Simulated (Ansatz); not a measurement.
## [NH₂···H···NH], triplet along the distance N1-H4

Starting geometry:

```xyz
6

N    -1.1274    0.0138   -0.0277
H    -1.4247    0.9816   -0.0277
H    -1.4247   -0.3885    0.8526
H    -0.1149    0.0138   -0.0277
N     1.2326    0.0138   -0.0277
H     1.5017   -0.9904   -0.0277
```

From there H4 is moved from one fragment to the other while all else, the fragments' distance too, stays fixed; atoms are numbered as listed. Energies are in eV, counted from the starting geometry at the same level.

Basis cc-pVDZ; Ansatz 0.2.0. Correlated methods freeze the noble-gas cores. R marks a restricted (for open shells ROHF) determinant, U an unrestricted one. Active spaces: valence = (10e, 10o, short of the full valence) chosen from the atoms' valence shells.

Runs in a small pair space aren't shown, since their orbitals change along the scan.

Full CI isn't at hand for all of this; UCCSDT(Q) serves as the reference, and is uncertain by about the last step of the cluster series. The frozen core follows each run's orbitals, which can shift R against U totals by a few meV.

| distance N1-H4 (Å) | UCCSDT(Q) | error RHF | error UMP2 | error RCCSDT | error UCCSDT | error RCCSDT(Q) | error CASSCF (valence space) |
| --- | --- | --- | --- | --- | --- | --- | --- |
| 0.942 | 0.100 | -0.147 | -0.016 | -0.001 | -0.001 | 0.000 | -0.062 |
| 1.012 | 0.000 | 0.000 | 0.000 | 0.000 | 0.000 | 0.000 | 0.000 |
| 1.056 | 0.039 | 0.109 | 0.013 | 0.001 | 0.001 | 0.000 | 0.045 |
| 1.100 | 0.118 | 0.237 | 0.027 | 0.003 | 0.002 | 0.000 | 0.095 |
| 1.144 | 0.211 | 0.379 | 0.044 | 0.004 | 0.004 | 0.000 | 0.146 |
| 1.188 | 0.298 | 0.515 | 0.062 | 0.005 | 0.004 | 0.000 | 0.187 |
| 1.232 | 0.368 | 0.504 | 0.085 | 0.005 | 0.004 | 0.000 | 0.203 |
| 1.276 | 0.424 | 0.338 | 0.098 | 0.003 | 0.003 | 0.000 | 0.188 |
| 1.320 | 0.481 | 0.174 | 0.092 | 0.001 | 0.001 | 0.000 | 0.150 |

Errors are those of relative energies. In total energy the starting point itself misses UCCSDT(Q) by: RHF 9.654, UMP2 1.168, RCCSDT 0.016, UCCSDT 0.015, RCCSDT(Q) 0.002, CASSCF (valence space) 7.024 eV.

Spread of the error over the points with a reference, to 1.320 Å (largest less smallest): RCCSDT(Q) 0.001, UCCSDT 0.006, RCCSDT 0.007, UMP2 0.114, CASSCF (valence space) 0.265, RHF 0.662 eV.
